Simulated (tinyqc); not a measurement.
Starting guesses with plain Roothaan steps: SCF starting guesses in the sto-3g basis, for H3O+, spin multiplicity 1. Computed by the program tinyqc with PySCF. RHF with one setting changed at a time; a run stops when the energy changes by less than 1e-09 hartree and the error matrix is below 1e-5. Starts: the lowest orbitals of the core Hamiltonian, of the Wolfsberg-Helmholz matrix (K = 1.75), projected atomic densities, random orbitals, and the highest orbitals of the core Hamiltonian (a deliberately bad start).

Geometry (angstrom):
```
atom,x,y,z
O,0.0000,0.0000,0.0830
H,1.0660,0.0000,0.0000
H,-0.5330,0.9230,0.0000
H,-0.5330,-0.9230,0.0000
```

lowest restricted solution found by these runs and by PySCF = -75.307621 hartree

Largest element of the error matrix X^T (FDS - SDF) X:
```
iteration,core,Wolfsberg-Helmholz,atomic densities,random,highest core orbitals
1,7.0e-01,4.6e-01,1.0e+00,1.7e+01,2.1e-01
2,2.2e-01,1.0e-01,3.2e-01,6.7e-01,7.1e-01
3,4.3e-02,2.0e-02,5.9e-02,1.5e-01,2.0e-01
4,1.0e-02,7.5e-03,1.6e-02,4.3e-02,4.4e-02
5,1.9e-03,1.7e-03,2.7e-03,1.3e-02,9.0e-03
6,5.3e-04,5.5e-04,7.6e-04,6.6e-03,2.1e-03
8,9.7e-05,6.1e-05,3.9e-05,1.4e-03,1.5e-04
10,1.9e-05,1.1e-05,4.5e-06,3.0e-04,3.0e-05
14,-,-,-,1.4e-05,-
```

How each run ends:
```
run,iterations,E (hartree),state
core,12,-75.30762,lowest found
Wolfsberg-Helmholz,11,-75.30762,lowest found
atomic densities,10,-75.30762,lowest found
random,15,-75.30762,lowest found
highest core orbitals,12,-75.30762,lowest found
```

What does the comparison show, and why?

5 of 5 runs reach the lowest restricted solution found, in 10 to 15 iterations (fastest: atomic densities). The first errors are 7e-01, 5e-01, 1e+00, 2e+01, 2e-01; the deliberately bad start has the smallest one, so a small first error does not mark a good start.
